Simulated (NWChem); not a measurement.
# A calculation on ethylene (C₂H₄)

```xyz
6

C      0.0000     0.0000     0.6703
C      0.0000     0.0000    -0.6703
H      0.9374     0.0000     1.2507
H     -0.9374     0.0000     1.2507
H     -0.9374     0.0000    -1.2507
H      0.9374     0.0000    -1.2507
```
Charge 0, spin multiplicity 1.

Program: NWChem. Structure: optimised with PBE/def2-SVP, a minimum by its harmonic frequencies.

Symmetry labels belong to the abelian group D2h used in the runs, with the axes of the coordinates shown.

Task: List the lowest 4 singlet excitations that TD-PBE/def2-SVPD gives, with oscillator strengths.

Result: 
```tsv
state	symmetry	energy (eV)	wavelength (nm)	f
1	b2u	7.30	170	0.058
2	b1g	7.61	163	0.000
3	b1u	7.75	160	0.328
4	b3g	7.88	157	0.000
```
